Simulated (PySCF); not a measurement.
Isomers of [C4H3O2]- (charge -1). Level of theory: PBE0-D3(BJ)/def2-SVP geometry optimisation, gas phase in PySCF. One conformer each; no zero-point energy, no entropy. No frequencies were run at this level. Point groups hold within 0.08 Å.

Question: Rank from lowest to highest electronic energy at this level (kcal/mol).
A. `[CH:1]#[C:2][CH2:3][C:4](=[O:5])[O-:6]` (charge -1) with C2–C3–C4–O5 92°
B. `[O:1]=[C:2]([O-:3])[CH:4]1[CH:5]=[CH:6]1` (charge -1) with O1–C2–C4–C5 -152°
C. `CC#CC(=O)[O-]`
D. `C(=CC(=O)[O-])=C`
E. `[O-]c1ccco1`

Answer: E (0.0), D (16.9), C (17.7), A (22.7), B (39.1).

As drawn, the highest has a three-membered ring, which the lowest lacks. Neighbours under 5.0 kcal/mol apart (C=C=CC(=O)[O-] and CC#CC(=O)[O-]; CC#CC(=O)[O-] and C#CCC(=O)[O-]) can change places with a better method, another conformer or zero-point energy.

```
         SMILES      E (Eh)  E rel (kcal/mol)  dipole about centre of mass (D)  point group      A, B, C (MHz)
    [O-]c1ccco1  -304.12560               0.0                             3.25           Cs   9164, 3926, 2749
 C=C=CC(=O)[O-]  -304.09865              16.9                             4.80           C1  10118, 2171, 1834
  CC#CC(=O)[O-]  -304.09733              17.7                             6.47            –  11472, 1771, 1549
  C#CCC(=O)[O-]  -304.08939              22.7                             4.35            –   7802, 2296, 2101
O=C([O-])C1C=C1  -304.06322              39.1                             5.47            –   8593, 2969, 2542
```

Question: How do the relative energies change in single points at PBE0/pcSseg-1 (no added dispersion term) on the same geometries?

Answer: 
```json
{"SMILES": "[O-]c1ccco1", "PBE0-D3(BJ)/def2-SVP (kcal/mol)": "0.0", "PBE0/pcSseg-1 (kcal/mol)": "0.0", "shift": "0.0"}
{"SMILES": "C=C=CC(=O)[O-]", "PBE0-D3(BJ)/def2-SVP (kcal/mol)": "16.9", "PBE0/pcSseg-1 (kcal/mol)": "12.0", "shift": "-4.9"}
{"SMILES": "CC#CC(=O)[O-]", "PBE0-D3(BJ)/def2-SVP (kcal/mol)": "17.7", "PBE0/pcSseg-1 (kcal/mol)": "12.5", "shift": "-5.2"}
{"SMILES": "C#CCC(=O)[O-]", "PBE0-D3(BJ)/def2-SVP (kcal/mol)": "22.7", "PBE0/pcSseg-1 (kcal/mol)": "17.1", "shift": "-5.6"}
{"SMILES": "O=C([O-])C1C=C1", "PBE0-D3(BJ)/def2-SVP (kcal/mol)": "39.1", "PBE0/pcSseg-1 (kcal/mol)": "35.9", "shift": "-3.2"}
```

Each column counts from its own lowest isomer. The order is unchanged; the largest shift is 5.6 kcal/mol.
